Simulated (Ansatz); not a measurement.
Geometry optimisation, RKS PBE0-D4/def2-SVP (Ansatz 0.2.0).

input.yaml

```yaml
crystal:
  periodic: [false, false, false]
  atoms:
    - { symbol: O, position_ang: [-1.1217, -0.5296, -0.0941] }
    - { symbol: C, position_ang: [-0.0663, 0.2548, 0.3434] }
    - { symbol: O, position_ang: [1.055, -0.5503, 0.288] }
    - { symbol: H, position_ang: [-1.0853, -0.4398, -1.0779] }
    - { symbol: H, position_ang: [0.0757, 1.1514, -0.2798] }
    - { symbol: H, position_ang: [-0.2412, 0.5704, 1.3796] }
    - { symbol: H, position_ang: [1.445, -0.525, -0.6049] }
basis:
  gaussian: { orbitals: def2-SVP }
hamiltonian:
  xc: pbe0
  dispersion: d4
relax:
  f_tol: 0.02
  max_steps: 50
output:
  orbitals: {}
```

Command:

```bash
$ ansatz run input.yaml --threads 1 --pin off --max-ram 2048MiB --backend cpu --events-out ev --progress --plain --runs-dir out
```

Problem. Where does it end, and by what steps?

Solution. The run converged. After 5 steps the energy has fallen by 0.195 eV; O1 moved furthest, 0.10 Å.

```tsv
step	energy less start (eV)	largest force component (eV/Å)	accepted
0	0.0000	1.627	yes
1	-0.1737	0.496	yes
2	-0.1903	0.201	yes
3	-0.1912	0.391	yes
4	-0.1945	0.031	yes
5	-0.1946	0.011	yes
```

```xyz
7
Properties=species:S:1:pos:R:3
O -1.170 -0.445 -0.121
C -0.048 0.248 0.319
O 1.129 -0.492 0.313
H -1.141 -0.516 -1.080
H 0.080 1.192 -0.255
H -0.241 0.506 1.370
H 1.453 -0.562 -0.591
```

Whether the end is a true minimum wasn't checked by a vibrational analysis.

Time of the run: 21 s on 1 thread of Intel(R) Xeon(R) Processor @ 2.50GHz (Skylake/Cascade Lake), with other jobs on the host, peak memory 0.12 GiB.
